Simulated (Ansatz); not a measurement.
One change: `[AlH2][SiH3]` becomes `[CH3][AlH][SiH3]`.

Ansatz, PBE0-D4/def2-TZVP geometries, multiplicity 1. 

| property | `[AlH2][SiH3]` |
| --- | --- |
| HOMO energy (PBE0/def2-TZVPP) / eV | -7.62 |
| size of the dipole moment (ωB97M-V/def2-TZVPP) / D | 0.29 |
| HOMO–LUMO gap (PBE0/def2-TZVPP) / eV | 5.50 |
| size of the dipole moment (PBE/def2-TZVPP) / D | 0.20 |
| HOMO energy (PBE/def2-TZVPP) / eV | -6.55 |
| LUMO energy (PBE/def2-TZVPP) / eV | -2.88 |

**Question.** What does the change do to each property? (An estimate is asked.)

**Answer.** The calculation gave: 
```tsv
property	`[CH3][AlH][SiH3]`	shift
HOMO energy (PBE0/def2-TZVPP) / eV	-7.35	0.27
size of the dipole moment (ωB97M-V/def2-TZVPP) / D	1.06	0.77
HOMO–LUMO gap (PBE0/def2-TZVPP) / eV	5.61	0.11
size of the dipole moment (PBE/def2-TZVPP) / D	1.05	0.85
HOMO energy (PBE/def2-TZVPP) / eV	-6.27	0.28
LUMO energy (PBE/def2-TZVPP) / eV	-2.50	0.38
```

With PBE0 the HOMO rises by 0.27 eV and the LUMO rises by 0.38 eV, so the gap widens by about 0.11 eV. PBE moves the HOMO by 0.28 eV and ωB97M-V by 0.26 eV. Dipoles are sizes alone; their direction can turn.
